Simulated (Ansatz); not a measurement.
Molecule: dihydroxy(dimethyl)silane, C2H8O2Si (charge 0, singlet). SMILES: C[Si](C)(O)O
Geometry from a B3LYP-D3(BJ)/def2-TZVP (Ansatz, a first-principles code) optimisation:
```xyz
13

C      1.4833    -1.0775     0.1351
Si    -0.0107     0.0383    -0.0016
C     -1.5197    -0.8994    -0.5443
O     -0.2522     0.8012     1.4518
O      0.2100     1.2233    -1.1264
H      1.3283    -1.8692     0.8731
H      2.3744    -0.5164     0.4270
H      1.6926    -1.5580    -0.8231
H     -1.3840    -1.3129    -1.5459
H     -1.7355    -1.7267     0.1356
H     -2.3903    -0.2416    -0.5653
H      0.0753     0.3754     2.2465
H      0.7448     1.9795    -0.8731
```

HF/3-21G beside other levels, property by property. Set-up: atomisation electronic, to ground-state atoms; spin-orbit terms left out; open shells spin-unrestricted; dispersion terms only where a functional's name holds one; 6-31G* and kin with 6d, 5d where marked; frozen cores in correlated levels; non-relativistic. Basis-set limits of correlation are two-point, X^-3; Hartree-Fock from the larger set. Ab initio and DFT rows: single points at B3LYP-D3(BJ) geometries (Ansatz), with unscaled harmonic terms from B3LYP/6-31G* (Ansatz) at its own minima, enthalpies of formation by atomisation with measured atoms.

Coupled cluster (Ansatz) is a level with limits of its own, used here on species with T1 under 0.025 (0.045 for open shells) and stable references: CCSD(T)/CBS(cc-pV(T+d)Z,cc-pV(Q+d)Z).

```csv
property,HF/3-21G (Ansatz),PBE/6-31G* (Ansatz),B3LYP-D3(BJ)/def2-TZVPD (Ansatz + dftd3),wB97X-V/def2-TZVPD (Ansatz),to compare with
"C-H bond dissociation enthalpy at 298 K, to [CH2][Si](C)(O)O + H atom (kcal/mol)",74.2,97.5,98.5,99.7,100.4 coupled cluster
atomisation energy (kcal/mol),829.0,1207.4,1213.1,1216.7,1221.6 coupled cluster
enthalpy of formation at 298 K (kcal/mol),207.3,-171.1,-176.8,-180.3,-185.3 coupled cluster
"C-Si bond dissociation enthalpy at 298 K, to [CH3] (CH3) + C[Si](O)O (kcal/mol)",77.4,90.3,88.8,94.8,95.1 coupled cluster
"proton affinity at O (heteroatom site), enthalpy at 298 K, to C[Si](C)(O)[OH2+] (kcal/mol)",206.9,196.8,193.1,192.7,191.4 coupled cluster
```

As the rows show:
- C-H bond dissociation enthalpy at 298 K, to [CH2][Si](C)(O)O + H atom: HF/3-21G lies 26.2 kcal/mol below coupled cluster.
- atomisation energy: HF/3-21G lies 392.6 kcal/mol below coupled cluster.
- enthalpy of formation at 298 K: HF/3-21G lies 392.6 kcal/mol above coupled cluster.
- C-Si bond dissociation enthalpy at 298 K, to [CH3] (CH3) + C[Si](O)O: HF/3-21G lies 17.7 kcal/mol below coupled cluster.
- proton affinity at O (heteroatom site), enthalpy at 298 K, to C[Si](C)(O)[OH2+]: HF/3-21G lies 15.5 kcal/mol above coupled cluster.

The properties are those with a value to compare with, at most eight drawn at random. No case is left out for the size of its miss. Left out are saddle points of the reference geometry, anions that the best level run finds unbound, excited spin states, species near biochemistry, 298 K rows of species without real B3LYP wavenumbers, cases with under five habitual levels, runs that failed or that the program found above a lower state of the same kind, table entries that another table contradicts, and a share of species set aside by lot.
